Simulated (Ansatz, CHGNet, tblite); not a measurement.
## Elastic constant C11 of wurtzite AlN: levels of theory against measurement

Reference value: 410 GPa (measured, temperature not stated, no zero-point or thermal correction; as tabulated in Oses et al. (2018), arXiv:1811.08464).

```
level (code)           value (GPa)  cell (Å³/atom)
---------------------  -----------  --------------
GFN1-xTB (tblite)              ___           12.96
CHGNet 0.3.0 (CHGNet)          308           10.63
LDA (Ansatz)                   397           10.21
PBE (Ansatz)                   373           10.65
r²SCAN (Ansatz)                409           10.40
```

**Question.** Complete the blanks.

**Answer.** 
- GFN1-xTB (tblite), value (GPa): 162

Differences against the reference: GFN1-xTB -60 %, CHGNet 0.3.0 -25 %, LDA -3.2 %, PBE -9.0 %, r²SCAN -0.2 %.

The reference's temperature isn't stated, so close values are not ranked against it. Off by more than 25 % (a bound picked here): GFN1-xTB (-60 %).

The measured value isn't corrected to a static lattice, so vibrations enter the comparison. A static lattice is as a rule stiffer than a warm one, by over a tenth in soft solids.  GFN1-xTB: the method was fitted mainly to molecules. GFN1-xTB: the run uses a supercell at the zone centre in place of a k mesh. Each level is taken at its own relaxed cell. Cutoffs differ between the levels. Ansatz's density-functional and Hartree–Fock values are scalar-relativistic unless marked +SOC, with PAW data made under PBE.

Machine-learned potentials (CHGNet 0.3.0) are trained on DFT data, which may include these solids.

Differences are worked out from the printed values.

Ansatz is an electronic-structure program.
